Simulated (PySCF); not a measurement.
O3, SMILES O=[O+][O-] (connectivity only; charge and spin as stated), charge -1, multiplicity 2.

The structure is a stationary point at PBE0-D3(BJ)/def2-TZVPD. The isomer is the one that the SMILES or the coordinates give; other isomers of the formula were not compared.

All values below come from PySCF with PBE0-D3(BJ)/def2-TZVPD.

Frequencies are harmonic and unscaled.

```csv
mode,ν (cm⁻¹),IR (km/mol),moving atoms (share of kinetic energy)
1,630,2.6,O 100 %
2,959,516.9,O 100 %
3,1122,0.3,O 100 %
```
